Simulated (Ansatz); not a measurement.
## Property card for SrCd$_{2}$Sb$_{2}$

Level of theory: DFT PBEsol, scalar-relativistic, plane waves, PAW in Ansatz.

Plane waves to 420 eV, a k mesh through Γ of 12×12×6 on the computed 5-atom cell and Gaussian smearing (0.10 eV); no spin polarisation.

The structure is relaxed at this level of theory with its symmetry kept. Whether it is the stable form of this composition wasn't checked.

```
CELL_PARAMETERS angstrom
4.70097 0.00000 0.00000
-2.35048 4.07116 0.00000
0.00000 0.00000 7.73462
ATOMIC_POSITIONS crystal
Sr 0.00000 0.00000 0.00000
Cd 0.33333 0.66667 0.63178
Cd 0.66667 0.33333 0.36822
Sb 0.33333 0.66667 0.24939
Sb 0.66667 0.33333 0.75061
```

(1) Formation energy from the elements' standard states (uncorrected)?

(2) Kohn–Sham band gap?

(3) Density of states at the Fermi level?

(4) Löwdin character within 0.5 eV of the Fermi level?

(5) Bulk modulus?

(6) Its pressure derivative?

(7) Bader charges (e)?

Spin-orbit coupling is left out, which matters for the bands of heavy elements.

Answers

(1) -0.510 eV/atom.

(2) zero, with almost no states at the Fermi level.

(3) 0.00 states/eV per cell (so small that it hangs on the mesh: a semimetal, or crossings between mesh points).

(4) Sb 5p 65 %, Cd 5s 18 %, unprojected 10 %.

(5) 42 GPa.

(6) 4.6.

(7) Sr (1 in the cell) 1.34, Cd (2 in the cell) 0.23, Sb (2 in the cell) -0.90.